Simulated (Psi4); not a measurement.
Dimer: CH4S (SMILES CS) (first 6 atoms) with HCl (SMILES Cl); geometry from NCB31 set.
(charge 0, multiplicity 1):
```xyz
8

C     -1.44765     1.15565     0.01851
S     -1.41460    -0.65985    -0.08354
H     -1.46628     1.51682    -1.00988
H     -0.55297     1.53527     0.51001
H     -2.34424     1.49773     0.53186
H     -1.37736    -0.89092     1.23821
Cl     2.12577     0.02408     0.00316
H      0.92224    -0.44464    -0.09825
```

Level of theory: SAPT0/jun-cc-pV(D+d)Z run with Psi4.

Problem. Which attractive term is largest, and how does the interaction split up?

Solution. electrostatics -7.76, exchange 10.92, induction -4.16, dispersion -2.80, total -3.80 kcal/mol; the largest attraction is electrostatics.
